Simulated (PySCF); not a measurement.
Gas-phase reaction: H₃SiN(CH₃)₂ = H₂SiNH + C₂H₆

Energies from PySCF, thermal terms from the rigid-rotor harmonic-oscillator model, ideal gas at 1 bar. † marks an energy on the PBE0/def2-TZVP geometry and frequencies; other levels use their own. MP2 freezes the core. 6-31G* has spherical d functions here. All species are closed-shell singlets. H₂SiNH: computed as isolated molecules; such fragments, hydroxides, amides, oligomers or adducts are transient or little studied in the gas. MP2 isn't extrapolated to the basis-set limit; its ΔH°(298 K) is 118.6 kJ in def2-SVP and 104.5 kJ in def2-TZVPP. The harmonic model lacks anharmonicity and excited electronic states, which grow with temperature; levels with a mode under 35 cm⁻¹ are left out. Internal rotation in H₃SiN(CH₃)₂, C₂H₆ is treated as a harmonic vibration of one conformer, which makes the entropy rough.

```tsv
level	ΔE electronic, kJ	ΔH°(298 K), kJ	ΔS°(298 K), J/K	ΔG°(600 K), kJ
HF/6-31G*	144	138	147	50
M06-2X/def2-TZVP†	129	124	146	37
MP2/def2-SVP†	123	119	146	32
MP2/def2-TZVPP†	109	104	146	17
PBE/def2-SVP	120	116	147	28
PBE0/def2-SVP†	140	136	146	49
LDA/def2-TZVP†	145	140	146	53
ωB97X-V/def2-TZVP†	132	128	146	41
```
ΔH° is lowest at MP2/def2-TZVPP† and highest at LDA/def2-TZVP†. No reference value is set beside these.
